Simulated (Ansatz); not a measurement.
For black phosphorus, r²SCAN+rVV10 (Ansatz, an electronic-structure program, plane waves, PAW) gives:

```
Item                    Value
---------------  ------------
cohesive energy  3.55 eV/atom
band gap              0.03 eV
```

Question: What does Hartree–Fock in Ansatz (PAW) give for the same quantities?

Answer: 
- cohesive energy: 1.29 eV/atom (shrinks by 2.26 eV/atom)
- band gap: 7.06 eV (grows by 7.03 eV)

For comparison: band gap 0.35 eV (measured, temperature not stated, no zero-point or thermal correction; as tabulated in Das et al. (2018), arXiv:1807.05623).

Changes are worked out from the printed values.

Unless a cell is named, each level is at its own relaxed cell (r²SCAN+rVV10 19.70, Hartree–Fock 28.76 Å³/atom).

Density-functional gaps are differences of (generalised) Kohn–Sham levels.

Caveats: the cell comes from a level without a dispersion term, which matters for the spacing of layers, chains or molecules (Hartree–Fock). Ansatz's density-functional and Hartree–Fock values are scalar-relativistic unless marked +SOC, with PAW data made under PBE.
